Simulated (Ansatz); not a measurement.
**Structure relaxation of Fe5Co3**

These are results of DFT PBE, scalar-relativistic, plane waves, PAW in Ansatz, not measurements. Cutoff 420 eV, Γ-centred k mesh, Gaussian smearing, collinear spin, first started from parallel moments.

The start is a database structure of Fe5Co3, space group Im-3m (No. 229).

```
CELL_PARAMETERS angstrom
-2.77091 2.77091 2.77091
2.77091 -2.77091 2.77091
2.77091 2.77091 -2.77091
ATOMIC_POSITIONS crystal
Fe 0.00000 0.00000 0.00000
Fe 0.00000 0.00000 0.50000
Fe 0.00000 0.50000 0.00000
Fe 0.50000 0.00000 0.00000
Fe 0.50000 0.50000 0.50000
Co 0.00000 0.50000 0.50000
Co 0.50000 0.50000 0.00000
Co 0.50000 0.00000 0.50000
```

Steps on the 4×4×4 mesh (8 atoms). 4 of 5 steps are shown, and the free energy counts from the last. Trial steps that were taken back and renewals of the plane-wave basis can be among the rows.

```json
{"step": "1", "ΔF (meV/atom)": "56.6", "V (Å³/atom)": "10.64", "P (GPa)": "19.91"}
{"step": "2", "ΔF (meV/atom)": "12.7", "V (Å³/atom)": "11.15", "P (GPa)": "8.34"}
{"step": "3", "ΔF (meV/atom)": "1.6", "V (Å³/atom)": "11.55", "P (GPa)": "1.01"}
{"step": "5", "ΔF (meV/atom)": "0.0", "V (Å³/atom)": "11.61", "P (GPa)": "0.33"}
```

A final relaxation ran on a 10×10×10 mesh. The relaxed crystal, Im-3m (No. 229):

Space group Im-3m (No. 229). a = 5.694 Å, b = 5.694 Å, c = 5.694 Å, α = 90.00°, β = 90.00°, γ = 90.00°
```json
{"atom": "Fe", "site": "2a", "symmetry": "m-3m", "x": "0.0000", "y": "0.0000", "z": "0.0000"}
{"atom": "Fe", "site": "8c", "symmetry": ".-3m", "x": "0.2500", "y": "0.2500", "z": "0.7500"}
{"atom": "Co", "site": "6b", "symmetry": "4/mm.m", "x": "0.5000", "y": "0.0000", "z": "0.0000"}
```

```
Volume per atom          : 11.54 Å³
Density                  : 8.20 g/cm³
Energy over the elements : -0.07 eV/atom
Gap on the 10×10×10 mesh : 0 eV (a metal)
Net moment per atom      : 2.31 μB
Largest site moment      : 2.75 μB
```

Energies over the elements count from the elements' standard structures at the same level, with no empirical corrections.

The final run used a 10×10×10 mesh on its 8-atom cell and 0.10 eV smearing. The k mesh leaves about 4 meV/atom of noise in metals.

A structure relaxed within its symmetry needn't be a true minimum.

Cost: 3 runs of about 3.2 core-minutes in all, on Intel Xeon 6975P-C (Granite Rapids) (shared hosts).